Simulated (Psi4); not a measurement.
Reaction (SMILES): [SiH3][SiH3] (Si2H6) + [H][H] (H2) → 2 [SiH4] (SiH4)
B3LYP-D3(BJ)/def2-TZVP geometries, fixed; electronic energies without zero-point terms.

Effect of the grid (radial, spherical points) at wB97X-V/def2-TZVP with Psi4, against the last row, where the energy of full hydrogenation is -4.95 kcal/mol.

| setting | grid points, largest species | largest shift of a total energy (mEh) | shift of the energy of full hydrogenation (kcal/mol) |
|---|---|---|---|
| grid: 35, 110 | 30108 | -3.099 | -0.009 |
| grid: 50, 194 | 75526 | 0.009 | 0.006 |
| grid: 75, 302 | 173692 | -0.001 | 0.002 |
| grid: 99, 590 | 445264 | 0.000 | 0.000 |
| grid: 150, 974 | 1111134 | 0.000 | 0.000 |

Within 0.02 kcal/mol in the energy of full hydrogenation: grid: 35, 110; grid: 50, 194; grid: 75, 302; grid: 99, 590. The largest shift is 3.099 mEh in a total energy and 0.009 kcal/mol in the difference.
